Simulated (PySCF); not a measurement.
Run record: geometry optimisation, `C[BH2-][PH3+]`.

Method: PBE0-D3(BJ)/def2-SVP geometry optimisation, gas phase (PySCF 2.14.0). Start geometry: GFN2-xTB. The input is one job of a driver script: a line of settings, then coordinates in Å.

Command:
```bash
OMP_NUM_THREADS=1 python probes_run.py task.json out
```

Input:
```
{"job": {"xc": "PBE0", "basis": "def2-SVP", "d3": "d3bj", "grid": 1, "shake": 0.01, "kind": "geom"}, "charge": 0, "multiplicity": 1}
C     -1.313250     0.552220     0.036700
B     -0.386890    -0.701720     0.387980
P      1.348180    -0.165340    -0.235610
H     -2.326460     0.391210     0.336650
H     -1.021000     1.485380     0.527310
H     -1.365430     0.798860    -1.039110
H     -0.230900    -0.904050     1.558150
H     -0.610180    -1.685000    -0.230990
H      1.525230     0.177000    -1.542390
H      1.930820     0.990340     0.296630
H      2.487990    -0.964730    -0.110990
```

Output:
```
step   0  E = -408.72376015  max force = 0.028062
step   1  E = -408.72955115  max force = 0.005854
step   2  E = -408.72977044  max force = 0.001210
step   3  E = -408.72982379  max force = 0.000948
step   4  E = -408.72985610  max force = 0.001163
step   5  E = -408.72987212  max force = 0.000670
step   6  E = -408.72987517  max force = 0.000253
optimisation converged
```

Energies in Eh; «max force» is the largest Cartesian gradient component in Eh/bohr.

Q: How much energy does the optimisation release, in kcal/mol?

A: E(step 0) − E(last step) = 0.006115 Eh, which is 3.8 kcal/mol.

Q: Give the first gradient maximum in eV/Å.

A: With 1 Eh/bohr = 51.422 eV/Å, 1.443 eV/Å.

In short: final energy -408.72988 Eh after 6 steps; dipole 3.97 D.

Q: Where do the atoms end?

A: 0.126 Å rms from the input after alignment:
```
atom  x, y, z in Å
C1    -1.4084    0.6236    0.0272
B2    -0.4027   -0.5966    0.3481
P3     1.4087   -0.1471   -0.2124
H4    -2.4172    0.3354    0.3666
H5    -1.1585    1.5595    0.5550
H6    -1.4965    0.8581   -1.0470
H7    -0.2069   -0.8403    1.5353
H8    -0.5779   -1.6274   -0.2953
H9     1.6545    0.1428   -1.5796
H10    2.0536    0.9721    0.3749
H11    2.3961   -1.1380    0.0060
```

The run took 14 s on Arm Neoverse V1, one thread, no GPU, shared host, and the process peaked at 0.36 GiB of memory.
Labels such as C1 count atoms from 1, the log's own numbers from 0.
